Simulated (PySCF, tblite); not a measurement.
Isomers of C4H6NO (doublet state), one GFN2-xTB conformer each. Single-point energies are computed at B3LYP/pcH-1 (PySCF, gas phase, no added dispersion term), electronic only. GFN2-xTB treats the open shell by occupation alone, and not every SCF solution was tested for stability.

```json
{"SMILES": "[H]/N=[C]/CC(C)=O", "GFN2-xTB relative energy (kJ/mol)": "59.3"}
{"SMILES": "C/C=[C]\\C(N)=O", "GFN2-xTB relative energy (kJ/mol)": "49.9"}
{"SMILES": "[CH2]C(=C)C(N)=O", "GFN2-xTB relative energy (kJ/mol)": "0.0"}
```

Conformers: `[H]/[N:6]=[C:5]/[CH2:4][C:2]([CH3:1])=[O:3]` (doublet state) with C1–C2–C4–C5 70°, C2–C4–C5–N6 -29°; `[CH3:1]/[CH:2]=[C:3]\[C:4]([NH2:5])=[O:6]` (doublet state) with C2–C3–C4–N5 114°, C3–C4–N5–H -174° and -13°; `[CH2:1][C:2](=[CH2:3])[C:4]([NH2:5])=[O:6]` (doublet state) with H–C1–C2–C3 177° and 1°, C1–C2–C4–N5 -39°, C2–C4–N5–H -178° and -6°.

Task: What does B3LYP/pcH-1 give for the same structures?

Result: 
| SMILES | B3LYP/pcH-1 E (Eh) | B3LYP/pcH-1 (kJ/mol) | GFN2-xTB (kJ/mol) | point group |
| --- | --- | --- | --- | --- |
| [CH2]C(=C)C(N)=O | -285.99085 | 0.0 | 0.0 | C1 |
| C/C=[C]\C(N)=O | -285.95766 | 87.1 | 49.9 | C1 |
| [H]/N=[C]/CC(C)=O | -285.95587 | 91.8 | 59.3 | C1 |

Both levels put the same isomer lowest; measured from each level's own lowest isomer, the values differ by up to 37.2 kJ/mol (C/C=[C]\C(N)=O: 49.9 against 87.1). Neighbours under 21 kJ/mol apart (C/C=[C]\C(N)=O and [H]/N=[C]/CC(C)=O) can change places with a better method, another conformer or zero-point energy.

Task: What happens when harmonic zero-point energies from GFN2-xTB frequencies are added?

Result: 
| SMILES | ZPE (kJ/mol) | electronic (kJ/mol) | with ZPE (kJ/mol) |
| --- | --- | --- | --- |
| [CH2]C(=C)C(N)=O | 236.5 | 0.0 | 0.0 |
| C/C=[C]\C(N)=O | 237.2 | 87.1 | 87.8 |
| [H]/N=[C]/CC(C)=O | 238.8 | 91.8 | 94.2 |

The zero-point energies span 2.3 kJ/mol. The order is unchanged.
